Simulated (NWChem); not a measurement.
System: chlorine (Cl$_{2}$); SMILES ClCl

Output (shortened):

```
             Northwest Computational Chemistry Package (NWChem) 7.3.0
             --------------------------------------------------------

                             Geometry "geometry" -> ""
                             -------------------------

 Output coordinates in angstroms (scale by  1.889725989 to convert to a.u.)

  No.       Tag          Charge          X              Y              Z
 ---- ---------------- ---------- -------------- -------------- --------------
    1 Cl                  17.0000     0.00000000     0.00000000     1.02152500
    2 Cl                  17.0000     0.00000000     0.00000000    -1.02152500

 Effective nuclear repulsion energy (a.u.)      74.8548615848

  pbe96 is a nonlocal functional; adding pw91lda local functional.

                                 NWChem DFT Module
                                 -----------------

 Summary of "ao basis" -> "ao basis" (spherical)
 ------------------------------------------------------------------------------
       Tag                 Description            Shells   Functions and Types
 ---------------- ------------------------------  ------  ---------------------
 Cl                        def2-svpd                11       27   5s4p2d

            General Information
            -------------------
          SCF calculation type: DFT
          Wavefunction type:  closed shell.
          No. of atoms     :     2
          No. of electrons :    34
           Alpha electrons :    17
            Beta electrons :    17
          Charge           :     0
          Spin multiplicity:     1
          Use of symmetry is: off; symmetry adaption is: off
          Maximum number of iterations: 150
          AO basis - number of functions:    54
                     number of shells:    22
          Convergence on energy requested:  1.00D-06
          Convergence on density requested:  1.00D-05
          Convergence on gradient requested:  5.00D-04

              XC Information
              --------------
          PerdewBurkeErnzerhof Exchange Functional  1.000
            Perdew 1991 LDA Correlation Functional  1.000 local
           PerdewBurkeErnz. Correlation Functional  1.000 non-local

             Grid Information
             ----------------
          Grid used for XC integration:  medium
          Radial quadrature: Mura-Knowles
          Angular quadrature: Lebedev.
          Tag              B.-S. Rad. Rad. Pts. Rad. Cut. Ang. Pts.
          ---              ---------- --------- --------- ---------
          Cl                  1.00       88          11.0       590
          Grid pruning is: on
          Number of quadrature shells:   176
          Spatial weights used:  Erf1

      Superposition of Atomic Density Guess
      -------------------------------------

 Sum of atomic energies:        -918.65918835

      Non-variational initial energy
      ------------------------------

 Total energy =    -918.747665
 1-e energy   =   -1418.649895
 2-e energy   =     425.047369
 HOMO         =      -0.359110
 LUMO         =      -0.134721

   convergence    iter        energy       DeltaE   RMS-Dens  Diis-err
 ---------------- ----- ----------------- --------- --------- ---------
 d= 0,ls=0.0,diis     1   -919.6784102794 -9.95D+02  1.10D-02  3.66D-01
 d= 0,ls=0.0,diis     2   -919.6830884515 -4.68D-03  7.59D-03  1.63D-01
 d= 0,ls=0.0,diis     3   -919.7016653062 -1.86D-02  2.33D-03  3.13D-02
 d= 0,ls=0.0,diis     4   -919.7060540384 -4.39D-03  2.63D-04  1.88D-04
 d= 0,ls=0.0,diis     5   -919.7060792325 -2.52D-05  1.63D-05  8.17D-07
 d= 0,ls=0.0,diis     6   -919.7060793268 -9.42D-08  1.04D-06  4.17D-09

         Total DFT energy =     -919.706079326752
      One electron energy =    -1418.261025111429
           Coulomb energy =      479.724589439111
    Exchange-Corr. energy =      -56.024505239277
 Nuclear repulsion energy =       74.854861584843

 Numeric. integr. density =       34.000000314372

                       DFT Final Molecular Orbital Analysis
                       ------------------------------------

 Vector   15  Occ=2.000000D+00  E=-3.668891D-01
              MO Center= -2.9D-10,  8.3D-10,  8.3D-08, r^2= 2.0D+00
   Bfn.  Coefficient  Atom+Function         Bfn.  Coefficient  Atom+Function
  ----- ------------  ---------------      ----- ------------  ---------------
    13      0.297064  1 Cl py                40      0.297064  2 Cl py
    12      0.267848  1 Cl px                39      0.267848  2 Cl px
    10      0.249469  1 Cl py                37      0.249469  2 Cl py
     9      0.224934  1 Cl px                36      0.224934  2 Cl px
     7      0.143589  1 Cl py                34      0.143589  2 Cl py

 Vector   16  Occ=2.000000D+00  E=-2.775761D-01
              MO Center= -2.8D-09,  2.0D-09, -1.3D-07, r^2= 2.3D+00
   Bfn.  Coefficient  Atom+Function         Bfn.  Coefficient  Atom+Function
  ----- ------------  ---------------      ----- ------------  ---------------
    12      0.341099  1 Cl px                39     -0.341099  2 Cl px
    13     -0.311050  1 Cl py                40      0.311050  2 Cl py
     9      0.276983  1 Cl px                36     -0.276983  2 Cl px
    10     -0.252583  1 Cl py                37      0.252583  2 Cl py
     6      0.155576  1 Cl px                33     -0.155576  2 Cl px

 Vector   17  Occ=2.000000D+00  E=-2.775761D-01
              MO Center=  2.2D-10,  2.7D-10, -7.9D-08, r^2= 2.3D+00
   Bfn.  Coefficient  Atom+Function         Bfn.  Coefficient  Atom+Function
  ----- ------------  ---------------      ----- ------------  ---------------
    13      0.341099  1 Cl py                40     -0.341099  2 Cl py
    12      0.311050  1 Cl px                39     -0.311050  2 Cl px
    10      0.276983  1 Cl py                37     -0.276983  2 Cl py
     9      0.252583  1 Cl px                36     -0.252583  2 Cl px
     7      0.155576  1 Cl py                34     -0.155576  2 Cl py

 Vector   18  Occ=0.000000D+00  E=-1.807209D-01
              MO Center=  8.3D-10, -8.0D-10, -3.4D-08, r^2= 2.7D+00
   Bfn.  Coefficient  Atom+Function         Bfn.  Coefficient  Atom+Function
  ----- ------------  ---------------      ----- ------------  ---------------
    14      0.572356  1 Cl pz                41      0.572356  2 Cl pz
    11      0.392882  1 Cl pz                38      0.392882  2 Cl pz
     8      0.214368  1 Cl pz                35      0.214368  2 Cl pz
     3     -0.199518  1 Cl s                 30      0.199518  2 Cl s
     4     -0.189372  1 Cl s                 31      0.189372  2 Cl s

 Vector   19  Occ=0.000000D+00  E= 1.549920D-02
              MO Center= -1.3D-07, -4.6D-08,  4.4D-07, r^2= 7.3D+00
   Bfn.  Coefficient  Atom+Function         Bfn.  Coefficient  Atom+Function
  ----- ------------  ---------------      ----- ------------  ---------------
     5      0.910190  1 Cl s                 32      0.910191  2 Cl s
     4     -0.571493  1 Cl s                 31     -0.571493  2 Cl s
     3     -0.170986  1 Cl s                 30     -0.170986  2 Cl s
    17      0.130279  1 Cl pz                44     -0.130279  2 Cl pz
     2      0.126192  1 Cl s                 29      0.126192  2 Cl s

 Vector   20  Occ=0.000000D+00  E= 4.441350D-02
              MO Center= -2.0D-07, -1.7D-07,  5.8D-07, r^2= 1.4D+01
   Bfn.  Coefficient  Atom+Function         Bfn.  Coefficient  Atom+Function
  ----- ------------  ---------------      ----- ------------  ---------------
     5      2.455409  1 Cl s                 32     -2.455409  2 Cl s
    17     -1.905978  1 Cl pz                44     -1.905977  2 Cl pz
    25      0.197850  1 Cl d  0              52     -0.197850  2 Cl d  0
     4      0.159000  1 Cl s                 11      0.159442  1 Cl pz
    31     -0.159000  2 Cl s                 38      0.159442  2 Cl pz

     Multipole analysis of the density
     ---------------------------------

     L   x y z        total         alpha         beta         nuclear
     -   - - -        -----         -----         ----         -------
     0   0 0 0     -0.000000    -17.000000    -17.000000     34.000000

     1   1 0 0      0.000000      0.000000      0.000000      0.000000
     1   0 1 0      0.000000      0.000000      0.000000      0.000000
     1   0 0 1     -0.000000     -0.000000     -0.000000      0.000000

     2   2 0 0    -19.252891     -9.626446     -9.626446      0.000000
     2   1 1 0      0.000000      0.000000      0.000000      0.000000
     2   1 0 1     -0.000000     -0.000000     -0.000000      0.000000
     2   0 2 0    -19.252891     -9.626446     -9.626446      0.000000
     2   0 1 1      0.000000      0.000000      0.000000      0.000000
     2   0 0 2    -16.361740    -71.530574    -71.530574    126.699409

                                NWChem TDDFT Module
                                -------------------

            General Information
            -------------------
           No. of orbitals :     108
            Alpha orbitals :      54
             Beta orbitals :      54
        Alpha frozen cores :       0
         Beta frozen cores :       0
     Alpha frozen virtuals :       0
      Beta frozen virtuals :       0
         Spin multiplicity :       1
    Number of AO functions :      54
        Use of symmetry is : off
      Symmetry adaption is : off
         Schwarz screening :  0.10D-07

              XC Information
              --------------
   PerdewBurkeErnzerhof Exchange Functional   1.00
     Perdew 1991 LDA Correlation Functional   1.00 local
    PerdewBurkeErnz. Correlation Functional   1.00 non-local

             TDDFT Information
             -----------------
          Calculation type : Tamm-Dancoff TDDFT
         Wavefunction type : Restricted singlets
          No. of electrons :      34
           Alpha electrons :      17
            Beta electrons :      17
              No. of roots :       6
          Max subspacesize :    5200
            Max iterations :     100
               Target root :       1
           Target symmetry : none
      Symmetry restriction : off
                 Algorithm : Optimal
        Davidson threshold :  0.10D-03

    6 smallest eigenvalue differences (eV)
--------------------------------------------------------
  No. Spin  Occ  Vir  Irrep   E(Occ)    E(Vir)   E(Diff)
--------------------------------------------------------
    1    1   17   18 a        -0.278    -0.181     2.636
    2    1   16   18 a        -0.278    -0.181     2.636
    3    1   15   18 a        -0.367    -0.181     5.066
    4    1   14   18 a        -0.367    -0.181     5.066
    5    1   13   18 a        -0.446    -0.181     7.213
    6    1   17   19 a        -0.278     0.015     7.975
--------------------------------------------------------

  Entering Davidson iterations
  Restricted singlet excited states

  Iter   NTrls   NConv    DeltaV     DeltaE      Time
  ----  ------  ------  ---------  ---------  ---------
    1      6       0     0.24E+00   0.10+100        0.7
    2     12       0     0.23E+00   0.65E-02        0.7
    3     18       3     0.12E+00   0.84E-01        0.9
    4     21       5     0.21E-01   0.97E-02        0.5
    5     22       5     0.36E-01   0.23E-01        0.3
    6     23       5     0.59E-02   0.70E-03        0.3
    7     24       5     0.36E-03   0.16E-04        0.3
    8     25       6     0.76E-04   0.79E-07        0.3
  ----  ------  ------  ---------  ---------  ---------
  Convergence criterion met

  Ground state a        -919.706079326752 a.u.

  ----------------------------------------------------------------------------
  Root   1 singlet a              0.114729079 a.u.                3.1219 eV
  ----------------------------------------------------------------------------
     Transition Moments    X  0.04890   Y  0.05347   Z -0.00000
     Dipole Oscillator Strength                    0.0004015698
     Electric Quadrupole                           0.0000000000
     Magnetic Dipole                               0.0000000000
     Total Oscillator Strength                     0.0004015698

     Occ.   17  a   ---  Virt.   18  a       -0.99830
  ----------------------------------------------------------------------------
  Root   2 singlet a              0.114729083 a.u.                3.1219 eV
  ----------------------------------------------------------------------------
     Transition Moments    X  0.05347   Y -0.04890   Z -0.00000
     Dipole Oscillator Strength                    0.0004015697
     Electric Quadrupole                           0.0000000000
     Magnetic Dipole                               0.0000000000
     Total Oscillator Strength                     0.0004015697

     Occ.   16  a   ---  Virt.   18  a       -0.99830
  ----------------------------------------------------------------------------
  Root   3 singlet a              0.202363971 a.u.                5.5066 eV
  ----------------------------------------------------------------------------
     Transition Moments    X -0.00000   Y -0.00000   Z  0.00000
     Dipole Oscillator Strength                    0.0000000000
     Electric Quadrupole                           0.0000000153
     Magnetic Dipole                               0.0000008051
     Total Oscillator Strength                     0.0000008204

     Occ.   15  a   ---  Virt.   18  a       -0.99821
  ----------------------------------------------------------------------------
  Root   4 singlet a              0.202363976 a.u.                5.5066 eV
  ----------------------------------------------------------------------------
     Transition Moments    X  0.00000   Y -0.00000   Z  0.00000
     Dipole Oscillator Strength                    0.0000000000
     Electric Quadrupole                           0.0000000153
     Magnetic Dipole                               0.0000008050
     Total Oscillator Strength                     0.0000008203

     Occ.   14  a   ---  Virt.   18  a        0.99821
  ----------------------------------------------------------------------------
  Root   5 singlet a              0.293260175 a.u.                7.9800 eV
  ----------------------------------------------------------------------------
     Transition Moments    X  0.00000   Y  0.00000   Z -0.00000
     Dipole Oscillator Strength                    0.0000000000
     Electric Quadrupole                           0.0000006566
     Magnetic Dipole                               0.0000023642
     Total Oscillator Strength                     0.0000030207

     Occ.   17  a   ---  Virt.   19  a       -0.99993
  ----------------------------------------------------------------------------
  Root   6 singlet a              0.340018369 a.u.                9.2524 eV
  ----------------------------------------------------------------------------
     Transition Moments    X -0.00000   Y -0.00000   Z  1.42581
     Dipole Oscillator Strength                    0.4608256789
     Electric Quadrupole                           0.0000000000
     Magnetic Dipole                               0.0000000000
     Total Oscillator Strength                     0.4608256789

     Occ.   13  a   ---  Virt.   18  a       -0.55748
     Occ.   13  a   ---  Virt.   20  a        0.05911
     Occ.   16  a   ---  Virt.   21  a       -0.55160
     Occ.   16  a   ---  Virt.   28  a       -0.19106
     Occ.   17  a   ---  Virt.   22  a       -0.55160
     Occ.   17  a   ---  Virt.   29  a        0.19106

              Target root =      1
          Target symmetry = none
      Ground state energy =   -919.706079326752
        Excitation energy =      0.114729078774
     Excited state energy =   -919.591350247978

  stored tddft:energy   -919.59135024797820
```

Level: PBE/def2-SVPD, TDA. The geometry was optimised at B3LYP/6-31G* (spherical d).

Task: Which NWChem input produces such a log?

Result: This is not unique; one that fits is the input that was run:
```
start job
memory heap 200 mb stack 900 mb global 1100 mb
geometry units angstroms noautosym nocenter noautoz
  Cl     0.000000     0.000000     1.021525
  Cl     0.000000     0.000000    -1.021525
end
basis spherical
  * library def2-svpd
end
dft
  xc xpbe96 cpbe96
  iterations 150
end
tddft
  cis
  nroots 6
  notriplet
end
task tddft energy
```
